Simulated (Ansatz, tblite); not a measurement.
# The cluster PdAu3: one state, many levels

One table from this session's results is given with a row withheld; the runs are named, their logs left out.

Method: as each input shows; program: Ansatz 0.2.0, Gaussian basis.

Levels to be run: GFN1-xTB, GFN2-xTB, PBE-D4/def2-TZVP, r2SCAN-D4/def2-TZVP, revPBE-D4/def2-TZVP, HF/def2-TZVP, PBE-QIDH/def2-TZVP, CAM-B3LYP-D4/def2-TZVP, B97M-V/def2-TZVP, PBE-D4/def2-SVP, PBE0-D4/def2-SVP, PBE0-D4/def2-TZVPD, PBE-D4/def2-TZVPD, r2SCAN-D4/def2-TZVPD, MP2/def2-TZVP, RPA/def2-TZVP.

1 further run of the same task is left out (set aside as unsound or not needed). Runs told in other sessions of the task aren't counted.

### The geometry

The geometry is that of the doublet, from an earlier relaxation (r2SCAN-D4/def2-SVP). At that level it is the lowest of the isomers that a small search found.

4 atoms, charge 0, spin multiplicity 2.

Bond lengths: Pd1–Au2 2.650 Å, Pd1–Au3 2.717 Å, Pd1–Au4 2.651 Å, Au2–Au3 2.635 Å, Au3–Au4 2.635 Å. Angles: Au2–Pd1–Au3 58.8°, Au2–Pd1–Au4 117.6°, Au3–Pd1–Au4 58.8°, Pd1–Au2–Au3 61.9°, Pd1–Au3–Au2 59.3°, Pd1–Au3–Au4 59.4°, Au2–Au3–Au4 118.7°, Pd1–Au4–Au3 61.9°.

Au, Pd take a core potential in the def2 sets. No spin-orbit coupling is included.

PBE0-D4/def2-TZVP was run before; its log isn't repeated, and its numbers join the tables.

The first run:

Tight binding, by tblite at 300 K electronic temperature and without a spin-polarisation term:

```python
tblite.interface.Calculator('GFN1-xTB', numbers, positions, charge=0, uhf=1).singlepoint()
```

Tight binding, by tblite at 300 K electronic temperature and without a spin-polarisation term:

```python
tblite.interface.Calculator('GFN2-xTB', numbers, positions, charge=0, uhf=1).singlepoint()
```

start.molden holds the orbitals of an earlier run on this state, given as this run's starting guess.

in.yaml

```yaml
crystal:
  periodic: [false, false, false]
  atoms:
    - {symbol: Pd, position_ang: [-0.120056, 1.168215, -0.698545]}
    - {symbol: Au, position_ang: [-1.177811, -1.087561, -1.602731]}
    - {symbol: Au, position_ang: [0.119540, -1.155414, 0.689915]}
    - {symbol: Au, position_ang: [1.178328, 1.074761, 1.611361]}
basis:
  gaussian: {orbitals: def2-TZVP, initial_orbitals: start.molden}
magnetization: {spin_polarized: true, initial_magnetization: 1}
hamiltonian: {xc: pbe, dispersion: d4}
scf: {omitted_lower_state_checks: [starts]}
output: {orbitals: {seedname: orbitals}}
```

On the command line:

```bash
ansatz run in.yaml --threads 4 --pin off --events-out ev --progress --plain --max-ram 3916MiB
```

Steps of the session up to this table: PBE-D4/def2-TZVP; r2SCAN-D4/def2-TZVP; revPBE-D4/def2-TZVP; HF/def2-TZVP; PBE-QIDH/def2-TZVP; CAM-B3LYP-D4/def2-TZVP; B97M-V/def2-TZVP; PBE-D4/def2-SVP; PBE0-D4/def2-SVP; PBE0-D4/def2-TZVPD; PBE-D4/def2-TZVPD; r2SCAN-D4/def2-TZVPD; MP2/def2-TZVP; RPA/def2-TZVP.

One of the session's tables, all rows but one given; the rest of the session is left out.

It belongs to the step «Binding energy». 

| level | binding an atom (eV) |
| --- | --- |
| HF/def2-TZVP | 0.509 |
| PBE-D4/def2-SVP | 1.575 |
| PBE-D4/def2-TZVP | 1.612 |
| PBE-D4/def2-TZVPD | 1.625 |
| revPBE-D4/def2-TZVP | ? |
| r2SCAN-D4/def2-TZVP | 1.669 |
| r2SCAN-D4/def2-TZVPD | 1.681 |
| B97M-V/def2-TZVP | 1.518 |
| PBE0-D4/def2-SVP | 1.349 |
| PBE0-D4/def2-TZVP | 1.389 |
| PBE0-D4/def2-TZVPD | 1.402 |
| CAM-B3LYP-D4/def2-TZVP | 1.271 |
| PBE-QIDH/def2-TZVP | 1.349 |
| RPA/def2-TZVP | 1.290 |
| MP2/def2-TZVP | 1.485 |

Q: Estimate the row for revPBE-D4/def2-TZVP from the others.

The run gave: binding an atom (eV): 1.465. In the column «binding an atom (eV)» it lies between PBE0-D4/def2-TZVPD (1.402) and MP2/def2-TZVP (1.485).

To keep in mind: Free atoms were run apart at each level; binding is atoms less cluster, divided by the number of atoms, without zero-point or spin-orbit terms.
